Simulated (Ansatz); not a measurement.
One elementary step

Start structure (SiH5SO, doublet), relaxed at PBE0-D4/def2-TZVP:

```json
{"atom": "H1", "x (Å)": "0.1557", "y (Å)": "-0.8529", "z (Å)": "0.3016"}
{"atom": "O2", "x (Å)": "0.4106", "y (Å)": "-0.5496", "z (Å)": "-0.5797"}
{"atom": "Si3", "x (Å)": "-0.2365", "y (Å)": "0.8642", "z (Å)": "-1.1077"}
{"atom": "S4", "x (Å)": "-0.1818", "y (Å)": "-1.5501", "z (Å)": "2.5849"}
{"atom": "H5", "x (Å)": "0.1096", "y (Å)": "2.0034", "z (Å)": "-0.2106"}
{"atom": "H6", "x (Å)": "-1.7224", "y (Å)": "0.8008", "z (Å)": "-1.1994"}
{"atom": "H7", "x (Å)": "0.3306", "y (Å)": "1.1092", "z (Å)": "-2.4547"}
{"atom": "H8", "x (Å)": "1.1341", "y (Å)": "-1.8249", "z (Å)": "2.6655"}
```

The step: SiH₄O ([OH][SiH3]) + HS → SiH₃O ([O][SiH3]) + H₂S; bonds formed: H1–S4; bonds broken: H1–O2. Program: Ansatz 0.2.0. Basis: def2-TZVPP and def2-QZVPP. Cores are frozen in the correlated methods; orbitals are unrestricted. Extrapolation: Hartree–Fock as exp(−7.88 √X), correlation as X^−2.97. Energies below are by CCSD(T) at an estimated basis limit (MP2 extrapolated from triple and quadruple zeta, plus CCSD(T) − MP2 in triple zeta).

Task: What are the electronic barrier and the energy of the step, from the start structure to the end structure? (Judge from chemistry; the value comes from the calculation.)

Result: The calculation gives: Barrier 1.393 eV; step energy 1.247 eV (uphill); reverse barrier, their difference, 0.146 eV. Barrier and step energy count from the start structure, the reverse barrier from the end structure.

The saddle point: One imaginary mode of 601i cm⁻¹.
| pair | start (Å) | saddle (Å) | end (Å) |
| --- | --- | --- | --- |
| H1–S4 | 2.41 | 1.38 | 1.34 |
| H1–O2 | 0.97 | 1.58 | 2.48 |

Zero-point energy (harmonic, PBE0-D4): ZPE is 1.246 eV at the start and 1.157 eV at the saddle, so the barrier goes from 1.393 to 1.304 eV.

The T1 diagnostic stays at or below 0.031. ⟨S²⟩ of the unrestricted Hartree–Fock references: 0.76 to 0.77 (a pure state has 0.75).

Radical steps of this kind take place in plasma deposition and etching.

Labels in which every atom is bracketed show which atoms are joined, not bond orders.

For scale, one of the runs: CCSD(T)/def2-TZVPP, 185 basis functions (an equivalent command: `ansatz run in.yaml --threads 4`). Hardware: 4 CPU threads, shared host. Wall time 120 s; peak host memory 4.4 GiB.
